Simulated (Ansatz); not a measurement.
# H2ClO (doublet): wave-function methods side by side at distance Cl1–H2 along a hydrogen transfer = 1.798 Å, cc-pVDZ

How much of the correlation energy of H2ClO (doublet) does each wave-function method recover here?

Computed with Ansatz 0.2.0, Gaussian basis. Level: cc-pVDZ, core rule «outside noble gas», up to 6 orbitals frozen.

To be run: UHF; CCSD(T) on ROHF; CCSD(T) on UHF; BCCD(T) on ROHF; CISD; CCSDT(Q) on ROHF; CCSDT(Q) on UHF; CASSCF and MRCISD+Q, 3 electrons in 3 orbitals; CASSCF and NEVPT2, 3 electrons in 3 orbitals; CASSCF and MRCISD+Q, 15 electrons in 10 orbitals; CASSCF and NEVPT4(SD), 15 electrons in 10 orbitals; CASSCF and NEVPT2, 15 electrons in 10 orbitals.

19 further runs of the same task are left out: 9 for a known fault of the program, 1 for a mislabelled method, 7 that didn't finish, 2 set aside as unsound or not needed.

**1. The system**

The geometry derives from fragments relaxed apart (PBE0/def2-TZVP) and kept rigid, so it is no stationary point. A hydrogen atom is moved between rigid fragments.

4 atoms, charge 0, spin multiplicity 2.

Atoms are counted from 1 here; the program's logs count them from 0.

Bond lengths: H2–O3 1.076 Å, O3–H4 0.973 Å. Angles: H2–O3–H4 105.0°.

**2. UHF**

in.yaml

```yaml
crystal:
  periodic: [false, false, false]
  atoms:
    - {symbol: Cl, position_ang: [-1.949465, 0.234988, 0.000000]}
    - {symbol: H, position_ang: [-0.151465, 0.234988, 0.000000]}
    - {symbol: O, position_ang: [0.924535, 0.234988, 0.000000]}
    - {symbol: H, position_ang: [1.176394, -0.704963, 0.000000]}
basis:
  gaussian: {orbitals: cc-pVDZ}
magnetization: {spin_polarized: true, initial_magnetization: 1}
hamiltonian: {xc: hf}
output: {orbitals: {seedname: orbitals}}
```

Started as:

```bash
ansatz run in.yaml --threads 1 --pin off --events-out ev --progress --plain --max-ram 2393MiB
```

After this run come: CCSD(T) on ROHF; CCSD(T) on UHF; BCCD(T) on ROHF; CISD; CCSDT(Q) on ROHF; CCSDT(Q) on UHF; CASSCF and MRCISD+Q, 3 electrons in 3 orbitals; CASSCF and NEVPT2, 3 electrons in 3 orbitals; CASSCF and MRCISD+Q, 15 electrons in 10 orbitals; CASSCF and NEVPT4(SD), 15 electrons in 10 orbitals; CASSCF and NEVPT2, 15 electrons in 10 orbitals.

Q: Predict the results of all the runs planned. Wanted: UCCSDT(Q) below the RHF energy; RMP2 from UCCSDT(Q); UMP2 from UCCSDT(Q); RCCSD from UCCSDT(Q); RCCSD(T) from UCCSDT(Q); UCCSD(T) from UCCSDT(Q); RCCSDT(Q) from UCCSDT(Q); NEVPT2 pair from UCCSDT(Q); MRCISD+Q pair from UCCSDT(Q).

**Answer**, as computed:

| quantity | value |
| --- | --- |
| UCCSDT(Q) below the RHF energy | -9.8239 eV |
| RMP2 from UCCSDT(Q) | +85.6 kJ/mol |
| UMP2 from UCCSDT(Q) | +87.9 kJ/mol |
| RCCSD from UCCSDT(Q) | +19.0 kJ/mol |
| RCCSD(T) from UCCSDT(Q) | +3.5 kJ/mol |
| UCCSD(T) from UCCSDT(Q) | +3.5 kJ/mol |
| RCCSDT(Q) from UCCSDT(Q) | +0.1 kJ/mol |
| NEVPT2 pair from UCCSDT(Q) | +82.5 kJ/mol |
| MRCISD+Q pair from UCCSDT(Q) | +10.4 kJ/mol |
| NEVPT2 valence from UCCSDT(Q) | +145.5 kJ/mol |
| levels within 1 kcal/mol (43 meV) | RCCSD(T), UCCSD(T), BCCD(T), RCCSDT, UCCSDT, RCCSDT(Q) |
| T1 diagnostic | 0.029 |
| effectively unpaired electrons | 1.01 |

RCCSD(T) misses by +3.5 kJ/mol, 0.4 % of the correlation energy. One determinant dominates. Of the multireference levels listed MRCISD+Q valence comes nearest in total energy (+5.5 kJ/mol), which doesn't show that its space is the better one. Coupled cluster took another determinant than the lowest Hartree-Fock one. These misses are within one basis, not against nature; the frozen cores of restricted and unrestricted runs differ, which can shift their rows.
